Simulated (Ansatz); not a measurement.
## Worked example: HGe–AsH⁺, triplet against HGe–AsH, quartet

Geometry (PBE0/def2-TZVP stationary point of a quartet), kept for both states (HGe–AsH, quartet: A'; HGe–AsH⁺, triplet: A''):

| atom | x (Å) | y (Å) | z (Å) |
| --- | --- | --- | --- |
| Ge | 0.0000 | -0.0572 | 1.2668 |
| As | 0.0000 | 0.0573 | -1.2364 |
| H | 0.0000 | 1.3231 | 1.9915 |
| H | 0.0000 | -1.4609 | -1.3830 |

Basis cc-pVTZ; Ansatz 0.2.0. Correlated methods freeze the noble-gas cores and the filled d shells of p-block atoms. R marks a restricted (for open shells ROHF) determinant, U an unrestricted one. No spin–orbit coupling is included, and no scalar relativity.

Full CI isn't at hand for all of this; UCCSDT(Q) serves as the reference, and is uncertain by about the last step of the cluster series.

| level | E(HGe–AsH, quartet) (hartree) | E(HGe–AsH⁺, triplet) (hartree) |
| --- | --- | --- |
| UHF | -4310.756094 | -4310.511744 |
| UMP2 | -4310.944869 | -4310.688848 |
| UCCSD(T) | -4310.989730 | -4310.735395 |
| PBE | -4313.407570 | -4313.156618 |
| r2SCAN | -4314.045022 | -4313.784966 |
| UCCSDT(Q) | -4310.991694 | -4310.737775 |

Give the vertical gap, HGe–AsH⁺ triplet less HGe–AsH quartet, at each level in eV (1 hartree = 27.2114 eV), and each error against UCCSDT(Q).

UCCSDT(Q): (-4310.737775 − (-4310.991694)) × 27.2114 = 6.909 eV (the reference)
r2SCAN: (-4313.784966 − (-4314.045022)) × 27.2114 = 7.076 eV, error 0.167 eV
PBE: (-4313.156618 − (-4313.407570)) × 27.2114 = 6.829 eV, error -0.080 eV
UCCSD(T): (-4310.735395 − (-4310.989730)) × 27.2114 = 6.921 eV, error 0.012 eV
UMP2: (-4310.688848 − (-4310.944869)) × 27.2114 = 6.967 eV, error 0.058 eV
UHF: (-4310.511744 − (-4310.756094)) × 27.2114 = 6.649 eV, error -0.260 eV

Total energies of functionals can't be set beside those of wave-function methods, since they hold the core's correlation and their own absolute errors; only the differences compare.

The reference still carries a basis error, for a change of charge of the order of 0.1 eV, so smaller errors of functionals can't be ranked.

Each level lands on the state that its own search finds. T1 diagnostics of restricted CCSD: 0.029 and 0.036.
